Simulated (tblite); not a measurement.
CH3O2S (charge -1).
Atom-mapped SMILES: `[CH3:1][S@:2](=[O:3])[O-:4]` (hydrogens: H5, H6, H7 on C1)
Bond orders are those of one Lewis drawing.

Computed with GFN2-xTB (tblite), gas phase: Langevin dynamics at 300 K from the optimised GFN2-xTB geometry, time step 0.5 fs, friction 0.01 fs⁻¹, 2000 steps. The instantaneous temperature is 2·E(kin)/(3Nk) with all 3N coordinates.

```
t (fs)  T (K)  E(pot) above start (eV)  C1–S2 (Å)  S2=O3 (Å)  S2–O4 (Å)  C1–H5 (Å)
     0    243                    0.000      1.938      1.494      1.494      1.086
    25    189                    0.188      1.947      1.487      1.534      1.067
    50    218                    0.220      1.993      1.477      1.514      1.071
    75    230                    0.235      1.869      1.504      1.495      1.113
   100    258                    0.235      2.052      1.500      1.470      1.108
   125    333                    0.115      1.914      1.503      1.484      1.090
   150    410                    0.119      1.952      1.507      1.511      1.097
   175    406                    0.113      1.881      1.501      1.528      1.075
   200    324                    0.153      1.977      1.482      1.461      1.068
   225    373                    0.108      1.994      1.489      1.493      1.100
   250    325                    0.166      1.937      1.474      1.557      1.069
   275    260                    0.164      2.005      1.491      1.499      1.080
   300    246                    0.186      1.953      1.480      1.450      1.106
   325    380                    0.118      2.001      1.488      1.487      1.088
   350    330                    0.138      1.916      1.495      1.508      1.057
   375    675                    0.111      1.943      1.501      1.545      1.079
   400    322                    0.324      2.061      1.520      1.505      1.107
   425    463                    0.244      1.957      1.459      1.461      1.088
   450    426                    0.317      1.830      1.475      1.495      1.061
   475    367                    0.210      1.983      1.505      1.536      1.104
   500    254                    0.199      1.969      1.515      1.518      1.104
   525    248                    0.207      2.000      1.515      1.464      1.047
   550    307                    0.199      1.914      1.489      1.458      1.069
   575    345                    0.255      1.937      1.483      1.494      1.133
   600    358                    0.169      2.030      1.477      1.532      1.097
   625    326                    0.186      1.871      1.494      1.513      1.064
   650    308                    0.153      1.964      1.500      1.498      1.030
   675    179                    0.201      1.909      1.499      1.454      1.132
   700    326                    0.098      1.946      1.489      1.483      1.126
   725    261                    0.206      1.934      1.474      1.527      1.028
   750    358                    0.129      1.894      1.487      1.530      1.081
   775    222                    0.247      2.041      1.529      1.490      1.150
   800    198                    0.219      1.931      1.501      1.458      1.065
   825    342                    0.139      1.964      1.491      1.492      1.071
   850    260                    0.220      1.919      1.524      1.492      1.166
   875    248                    0.264      1.978      1.494      1.501      1.128
   900    337                    0.183      1.951      1.492      1.487      1.045
   925    314                    0.123      1.993      1.474      1.479      1.085
   950    210                    0.234      1.881      1.508      1.513      1.120
   975    358                    0.216      1.922      1.503      1.476      1.070
  1000    351                    0.244      2.026      1.518      1.457      1.086
```

Problem. From 500 fs on, how do temperature and potential energy compare with equipartition?

Solution. The mean temperature of these 21 frames is 291 K against the target 300 K, and the mean potential energy 0.19 eV against 15 × kT/2 = 0.19 eV for 15 classical harmonic modes. For 7 atoms in a canonical ensemble the temperature itself scatters by T·√(2/(3N)) = 93 K; here its standard deviation is 57 K. The whole run lasts only 10 friction times of 100 fs, so these averages carry a wide statistical error.

Problem. What are the kinetic and total energies of the listed frame with the highest potential energy?

Solution. The one at 400 fs, 0.324 eV above the start. Its kinetic energy is 3NkT/2 = 0.291 eV at 322 K, so the sum is 0.61 eV; over the listed frames the sum runs from 0.22 to 0.72 eV, since the thermostat adds and removes energy.

Problem. How much do the listed bonds fluctuate from 500 fs on?

Solution. 
| bond | at the start (Å) | mean (Å) | standard deviation (Å) |
| --- | --- | --- | --- |
| C1–S2 | 1.938 | 1.951 | 0.047 |
| S2=O3 | 1.494 | 1.498 | 0.015 |
| S2–O4 | 1.494 | 1.491 | 0.024 |
| C1–H5 | 1.086 | 1.090 | 0.038 |

The motion is classical and holds no zero-point motion.

What follows is the cost of the whole dynamics run. The run took 8.4 s wall on an Arm Neoverse N1 with one thread, no GPU, on a shared host, and the process peaked at 0.18 GiB of memory.
